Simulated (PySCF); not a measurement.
# Radiative rates from a computed spectrum

Compound: protonated nitrogen molecule, N₂H (charge +1).
Numbering: `[N:1]#[NH+:2]` (hydrogens: H3 on N2)

Computed with TDDFT wB97X-D/def2-SVPD, vertical, gas phase, core orbitals frozen in the response (PySCF 2.14.0, density-fitted response routines). Geometry: GFN2-xTB; no solvent, vibrations or thermal averaging.

Computed singlets with f of 0.002 or more:

```tsv
state	λ (nm)	f
S4	120.6	0.035
S5	120.6	0.035
S6	84.6	0.0075
```

Problem. Turn these into Einstein A coefficients, radiative lifetimes, transition dipoles and integrated cross-sections.

Solution. For one non-degenerate pair of states in vacuum, A = 0.6670 f ν̃² s⁻¹ with ν̃ in cm⁻¹, τ = 1/A, |μ|² = 3f / (2ΔE) in atomic units, and the integrated cross-section is ∫σ dE = 109.76 f Mb·eV.

```tsv
state	A (s⁻¹)	τ	|μ| (D)	∫σ dE (Mb·eV)
S4	1.6×10⁸	6.3 ns	0.94	3.8
S5	1.6×10⁸	6.3 ns	0.94	3.8
S6	6.9×10⁷	14 ns	0.37	0.82
```

Leading configurations: S4 H→L/L+1 (99%); S5 H→L/L+1 (99%); S6 H→L+2 (80%) (H = HOMO, L = LUMO).

States that coincide in energy are taken one by one. Only emission to the ground state at the vertical energy is counted.

Problem. Which computed singlets stay under f = 0.002?

Solution. S1 (9.65 eV, f 0.0000), S2 (10.17 eV, f 0.0000), S3 (10.17 eV, f 0.0000), S7 (15.01 eV, f 0.0019) and S8 (15.01 eV, f 0.0019).

Problem. How much energy does a mole of photons resonant with S4 carry?

Solution. 10.284 eV × 96.485 = 992 kJ/mol (237 kcal/mol).

Problem. What is the integrated cross-section of all computed states together?

Solution. Σf = 0.081 over S1 to S8, so 109.76 × Σf ≈ 8.84 Mb·eV.
